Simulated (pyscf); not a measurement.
H₂B–NH–SiH₃ + hydrogen chloride (HCl) → H₃Si–Cl + H₂B–NH₂ (four-centre exchange; singlet surface; N–Si, Cl–H broken, Cl–Si, H–N formed). Optimised with ωB97X-D3(BJ)/def2-SVP in PySCF. MP2 and CC: frozen core, UHF for open shells. ΔMP2 is the change of the MP2 total energy from the triple- to the quadruple-zeta basis. Energies in kJ/mol from the separated reactants.

```
level                             barrier  reaction energy
--------------------------------  -------  ---------------
ωB97X-D3(BJ)/def2-TZVP                  ?            -60.6
B3LYP-D3(BJ)/def2-TZVP               84.9            -58.2
PBE0-D3(BJ)/def2-TZVP                75.3            -61.2
M06-2X/def2-TZVP                     83.5            -55.7
HF/def2-TZVP                        129.4            -59.5
MP2/def2-QZVPP                       86.6            -55.2
CCSD(T)/def2-TZVPP + ΔMP2(QZVPP)        ?                ?
```

Task: What belongs in the gaps?

Result: 
- ωB97X-D3(BJ)/def2-TZVP, barrier: 79.5
- CCSD(T)/def2-TZVPP + ΔMP2(QZVPP), barrier: 95.0
- CCSD(T)/def2-TZVPP + ΔMP2(QZVPP), reaction energy: -52.6

Of the functionals in the table, B3LYP-D3(BJ) is closest to CCSD(T)/def2-TZVPP + ΔMP2(QZVPP) in the barrier (10.1 kJ/mol apart) and PBE0-D3(BJ) least close (19.8 kJ/mol); that level has limits of its own. The same reactants have a lower exit, to H₂N–SiH₃ + H₂B–Cl (barrier +61.3 kJ/mol at ωB97M-D3(BJ)/def2-TZVP, against +86.8 kJ/mol here). This is the saddle that the search found; another between the same sides may lie lower. The CCSD(T) − MP2 part came from Ansatz, without density fitting, on the same reference.
